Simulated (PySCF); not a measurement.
Species: TTF, C6H4S4.
SMILES with atom numbers: `[CH:1]1=[CH:2][S:3][C:4](=[C:5]2[S:6][CH:7]=[CH:8][S:9]2)[S:10]1` (hydrogens: H11 on C1; H12 on C2; H13 on C7; H14 on C8)

The same species was optimised twice, with GFN2-xTB and with PBE0-D3(BJ)/def2-SVP (PySCF), and the same property calculations (PySCF, gas phase) were run on both structures.

```
   coordinate  GFN2-xTB  PBE0-D3(BJ)/def2-SVP  change
    C1=C2 (Å)     1.330                 1.340  +0.010
    C7=C8 (Å)     1.330                 1.340  +0.010
    C4=C5 (Å)     1.344                 1.352  +0.008
   C4–S10 (Å)     1.768                 1.769  +0.001
    C5–S6 (Å)     1.768                 1.769  +0.001
    C8–S9 (Å)     1.743                 1.744  +0.001
    C5–S9 (Å)     1.768                 1.769  +0.001
    S3–C4 (Å)     1.768                 1.769  +0.001
   C1–S10 (Å)     1.743                 1.744  +0.001
    C2–S3 (Å)     1.744                 1.744   0.000
    S6–C7 (Å)     1.743                 1.744  +0.001
 C5–S9–C8 (°)      94.6                  94.8    +0.2
 C2–S3–C4 (°)      94.6                  94.8    +0.2
 C5–S6–C7 (°)      94.6                  94.8    +0.2
C1–S10–C4 (°)      94.6                  94.8    +0.2
 C7–C8–S9 (°)     118.2                 118.0    -0.2
C2–C1–S10 (°)     118.1                 117.9    -0.2
 C1–C2–S3 (°)     118.1                 117.9    -0.2
 S6–C7–C8 (°)     118.1                 117.9    -0.2
```

Rotational constants: A = 1627, B = 563.8, C = 418.7 MHz (GFN2-xTB) against A = 1624, B = 560.0, C = 416.4 MHz (PBE0-D3(BJ)/def2-SVP). Point groups within 0.08 Å: D2h and D2h.

On the GFN2-xTB structure: HOMO (eV) -4.89 [PBE0/pcSseg-1]; LUMO (eV) -0.95 [PBE0/pcSseg-1]; GIAO shielding of C1/C2/C7/C8 (mean) (ppm) 61.1 [PBE0/pcSseg-1]; GIAO shielding of S3/S6/S9/S10 (mean) (ppm) 321.7 [PBE0/pcSseg-1]; GIAO shielding of C4/C5 (mean) (ppm) 70.2 [PBE0/pcSseg-1].

**Question.** What do these properties become on the PBE0-D3(BJ)/def2-SVP structure?

**Answer.** 
| property | level | on GFN2-xTB | on PBE0-D3(BJ)/def2-SVP | change |
| --- | --- | --- | --- | --- |
| HOMO (eV) | PBE0/pcSseg-1 | -4.89 | -4.87 | +0.02 |
| LUMO (eV) | PBE0/pcSseg-1 | -0.95 | -0.94 | +0.01 |
| energy, GFN2-xTB geometry as zero (kcal/mol) | PBE0/pcSseg-1 | 0.0 | -0.2 | -0.2 |
| GIAO shielding of C1/C2/C7/C8 (mean) (ppm) | PBE0/pcSseg-1 | 61.1 | 58.6 | -2.5 |
| GIAO shielding of S3/S6/S9/S10 (mean) (ppm) | PBE0/pcSseg-1 | 321.7 | 322.3 | +0.6 |
| GIAO shielding of C4/C5 (mean) (ppm) | PBE0/pcSseg-1 | 70.2 | 69.4 | -0.8 |

The heavy atoms differ by 0.008 Å rms after alignment. Among bonds between heavy atoms C1=C2 and C7=C8 change most and about equally (+0.010 Å). Changes are differences of the printed values. Neither structure is proved a minimum here.
